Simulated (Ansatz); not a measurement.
## Multireference treatment of CH4, singlet

Program: Ansatz, Gaussian basis, development build. Basis cc-pVTZ, nonrelativistic, no frozen core. State-specific CASSCF; RHF is the lowest restricted (open-shell) Hartree–Fock solution met. No symmetry is imposed, so a solution can break that of the shape. Lower solutions, or ones in other orbitals, may exist.

Geometry:

```xyz
5

C     0.0000    0.0000    0.0000
H     0.6276    0.6276    0.6276
H     0.6276   -0.6276   -0.6276
H    -0.6276    0.6276   -0.6276
H    -0.6276   -0.6276    0.6276
```

Question: What do CASSCF and its corrections give against RHF in CAS(8,8), and what are the occupations?

Answer: CASSCF -2.249 eV, SC-NEVPT2 -5.674 eV; occupations 1.98, 1.98, 1.98, 1.98, 0.02, 0.02, 0.02, 0.02.

Question: Roughly how much CPU time does a whole run from the default start take (median of such runs, summed over threads; nearly all runs on one pinned thread of a shared server, mostly Xeon at 2.3 to 2.6 GHz, by a development driver)?

Answer: CAS(8,8): about 4.8 s. Other jobs ran beside these, and the count of passes differs.
